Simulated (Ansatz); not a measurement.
This geometry of BH$_{4}$SSi (7 atoms, charge 0, multiplicity 2) is a first-order saddle point.

These are results of Ansatz, UKS PBE0-D4/def2-SVP, not measurements.

```xyz
7
Properties=species:S:1:pos:R:3
Si -0.975 0.668 -0.485
B 0.077 -0.606 0.528
S 1.684 -1.236 -0.174
H -2.298 1.210 -0.053
H -0.555 1.239 -1.797
H -0.352 -1.019 1.581
H 2.419 -0.257 0.399
```

(1) Which two structures does it join? (They come from a converged band through this point; their orientation in space is the band's.)

(2) How far does it lie above each of them?

## Answers

(1) No bond is made or broken. The dihedral Si1–B2–S3–H7 goes from 180 to 0°.

Image 0:

```xyz
7
Properties=species:S:1:pos:R:3
Si -1.178 0.431 -0.650
B 0.266 -0.203 0.482
S 1.929 -0.321 -0.162
H -2.581 0.549 -0.168
H -1.016 0.848 -2.071
H 0.034 -0.517 1.623
H 2.545 -0.786 0.947
```

Image 8:

```xyz
7
Properties=species:S:1:pos:R:3
Si -1.028 0.349 -0.480
B 0.234 -0.309 0.835
S 1.976 -0.551 0.539
H -2.480 0.547 -0.220
H -0.630 0.713 -1.871
H -0.126 -0.593 1.951
H 2.054 -0.155 -0.754
```

(2) 67.4 kJ/mol above the first and 69.8 kJ/mol above the second. This is the barrier of this one path; another mechanism may lie lower.

The run took 2.6 min on 1 thread of Arm Neoverse V1, with other jobs on the host, peak memory 0.17 GiB.
